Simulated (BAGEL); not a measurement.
**CF+ (SMILES [C+]F) at FCI/STO-3G (density fitting with cc-pvqz-jkfit)**

What is the vertical singlet–triplet gap of CF+ at FCI/STO-3G (density fitting with cc-pvqz-jkfit)? 

Program for the calculation: BAGEL 1.2.2.

2 further runs of the same task are left out: 2 set aside as unsound or not needed.

### 1 The structure to begin with

The species is CF+ (2 atoms), meant as a singlet with charge +1. SMILES: `[C+]F`. The coordinates come from a PBE0-D4/def2-TZVP relaxation.

Bond lengths: C1–F2 1.153 Å.

### 2 The energy at FCI/STO-3G (density fitting with cc-pvqz-jkfit)

Contents of fci.json:

```json
{ "bagel": [

{
  "title": "molecule",
  "basis": "sto-3g",
  "df_basis": "cc-pvqz-jkfit",
  "angstrom": "true",
  "geometry": [
    { "atom": "C", "xyz": [    0.492270,   -0.160830,    0.253170 ] },
    { "atom": "F", "xyz": [   -0.492270,    0.160830,   -0.253170 ] }
  ]
},
{
  "title": "hf",
  "charge": 1
},
{
  "title": "fci",
  "nstate": 1,
  "charge": 1,
  "ncore": 2
}

]}
```

On the command line:

```bash
BAGEL_NUM_THREADS=1 BAGEL fci.json > fci.out
```

The program printed:

```text
* using 1 threads per process

  ===============================================================
  ===============================================================

  *** Geometry ***

  { "atom" : "C", "xyz" : [      0.930255,     -0.303925,      0.478422 ] },
  { "atom" : "F", "xyz" : [     -0.930255,      0.303925,     -0.478422 ] },

  Number of auxiliary basis functions:      212

  Since a DF basis is specified, we compute 2- and 3-index integrals:
    o Being stored without compression. Storage requirement is 0.000 GB

  Number of basis functions:       10
  Number of electrons      :       15

    * METHOD: MOLECULE                             0.03

  *** RHF ***

  === Nuclear Repulsion ===
    24.7859488034

      * DIIS with orbital gradients will be used.

  === RHF iteration (sto-3g) ===
      0       -135.02172703          0.02089213           0.00
      1       -135.03101999          0.01151982           0.00
      2       -135.03328146          0.00109755           0.00
      3       -135.03333903          0.00019739           0.00
      4       -135.03334109          0.00006212           0.00
      5       -135.03334131          0.00000196           0.00
      6       -135.03334131          0.00000038           0.00
      7       -135.03334131          0.00000002           0.00
      8       -135.03334131          0.00000000           0.00
    * SCF iteration converged.

    * Permanent dipole moment:
           (   -0.328128,     0.107203,    -0.168753) a.u.

    * METHOD: HF                                   0.03

  ---------------------------
        FCI calculation
  ---------------------------

  Performs exactly the same way as Knowles & Handy 1984 CPL

  o alpha-beta strings
      length:           112
  o size of the space
      determinant space:  3136
      spin-adapted space: 1176

  o single displacement lists (alpha)
      length:          1120
  o single displacement lists (beta)
      length:          1120

     guess   0:   closed 11111...             open ........

  === FCI iteration ===

      0  0      -135.03334131     8.30e-03      0.00
      1  0      -135.12742621     4.42e-03      0.00
      2  0      -135.14587361     1.74e-03      0.00
      3  0      -135.14926450     6.02e-04      0.00
      4  0      -135.14964565     2.05e-04      0.00
      5  0      -135.14967577     6.72e-05      0.00
      6  0      -135.14967941     2.07e-05      0.00
      7  0      -135.14967983     6.41e-06      0.00
      8  0      -135.14967986     2.10e-06      0.00
      9  0      -135.14967987     6.25e-07      0.00
     10  0      -135.14967987     2.37e-07      0.00
     11  0      -135.14967987     7.43e-08      0.00
     12  0      -135.14967987     2.66e-08      0.00
     13  0      -135.14967987     7.74e-09      0.00
     14  0      -135.14967987     2.48e-09      0.00
     15  0      -135.14967987     7.42e-10      0.00
     16  0      -135.14967987     2.31e-10      0.00
     17  0 *    -135.14967987     7.65e-11      0.00

     * ci vector, state   0, <S^2> = -0.0000
       22222...    -0.9561693226
       2222..2.     0.1048987048
       2222.2..     0.1048987048
       222.22..     0.0698615596
       22.22.2.     0.0698615596
       22ab2ab.     0.0546942191
       22ba2ba.     0.0546942191

    * METHOD: FCI                                  0.02

  ===============================================================
```

Wall time 0.57 s (1 thread of AMD EPYC 7R43 (Zen 3), shared host); peak memory 0.14 GiB.

### 3 The triplet, same level

Contents of fci.json:

```json
{ "bagel" : [

{
  "title" : "molecule",
  "basis" : "sto-3g",
  "df_basis" : "cc-pvqz-jkfit",
  "angstrom" : true,
  "geometry" : [
    { "atom" : "C", "xyz" : [    0.492270,   -0.160830,    0.253170 ] },
    { "atom" : "F", "xyz" : [   -0.492270,    0.160830,   -0.253170 ] }
  ]
},
{
  "title" : "hf",
  "charge" : 1
},
{
  "title" : "fci",
  "nstate" : 1,
  "charge" : 1,
  "ncore" : 2,
  "nspin" : 2
}

]}
```

On the command line:

```bash
BAGEL_NUM_THREADS=1 BAGEL fci.json > fci.out
```

The program printed:

```text
* using 1 threads per process

  ===============================================================
  ===============================================================

  *** Geometry ***

  { "atom" : "C", "xyz" : [      0.930255,     -0.303925,      0.478422 ] },
  { "atom" : "F", "xyz" : [     -0.930255,      0.303925,     -0.478422 ] },

  Number of auxiliary basis functions:      212

  Since a DF basis is specified, we compute 2- and 3-index integrals:
    o Being stored without compression. Storage requirement is 0.000 GB

  Number of basis functions:       10
  Number of electrons      :       15

    * METHOD: MOLECULE                             0.02

  *** RHF ***

  === Nuclear Repulsion ===
    24.7859488034

      * DIIS with orbital gradients will be used.

  === RHF iteration (sto-3g) ===
      0       -135.02172703          0.02089213           0.00
      1       -135.03101999          0.01151982           0.00
      2       -135.03328146          0.00109755           0.00
      3       -135.03333903          0.00019739           0.00
      4       -135.03334109          0.00006212           0.00
      5       -135.03334131          0.00000196           0.00
      6       -135.03334131          0.00000038           0.00
      7       -135.03334131          0.00000002           0.00
      8       -135.03334131          0.00000000           0.00
    * SCF iteration converged.

    * Permanent dipole moment:
           (   -0.328128,     0.107203,    -0.168753) a.u.

    * METHOD: HF                                   0.03

  ---------------------------
        FCI calculation
  ---------------------------

  Performs exactly the same way as Knowles & Handy 1984 CPL

  o alpha-beta strings
      length:            98
  o size of the space
      determinant space:  1960
      spin-adapted space: 1512

  o single displacement lists (alpha)
      length:           504
  o single displacement lists (beta)
      length:          1400

     guess   0:   closed 1111....             open ....1.1.

  === FCI iteration ===

      0  0      -134.89213160     8.88e-03      0.00
      1  0      -134.96677453     4.38e-03      0.00
      2  0      -134.97947020     1.69e-03      0.00
      3  0      -134.98240999     8.84e-04      0.00
      4  0      -134.98286981     3.45e-04      0.00
      5  0      -134.98294007     1.17e-04      0.00
      6  0      -134.98294991     3.74e-05      0.00
      7  0      -134.98295062     1.10e-05      0.00
      8  0      -134.98295070     3.09e-06      0.00
      9  0      -134.98295070     1.03e-06      0.00
     10  0      -134.98295071     3.35e-07      0.00
     11  0      -134.98295071     1.53e-07      0.00
     12  0      -134.98295071     5.17e-08      0.00
     13  0      -134.98295071     1.56e-08      0.00
     14  0      -134.98295071     4.48e-09      0.00
     15  0      -134.98295071     1.30e-09      0.00
     16  0      -134.98295071     3.45e-10      0.00
     17  0 *    -134.98295071     9.26e-11      0.00

     * ci vector, state   0, <S^2> = 2.0000
       2222a.a.    -0.9554800963
       222baaa.     0.1544506708
       222.a2a.    -0.0927830200
       222abaa.     0.0691101120
       22abaa2.    -0.0678016334
       2a2b2aa.    -0.0671908176
       2a222.a.     0.0646846086

    * METHOD: FCI                                  0.01

  ===============================================================
```

Wall time 0.5 s (1 thread of AMD EPYC 7R43 (Zen 3), shared host); peak memory 0.14 GiB.

### 4 Outcome

Level: FCI/STO-3G (density fitting with cc-pvqz-jkfit), 2 core orbitals frozen.

```
                                        quantity          value
                           singlet: total energy  -135.14968 Eh
                           triplet: total energy  -134.98295 Eh
vertical energy of the triplet above the singlet       4.537 eV
```

**Reading.** At this shape the triplet lies 4.54 eV (105 kcal/mol) above the singlet. In a minimal basis such a difference can be off by several eV, whatever the method.
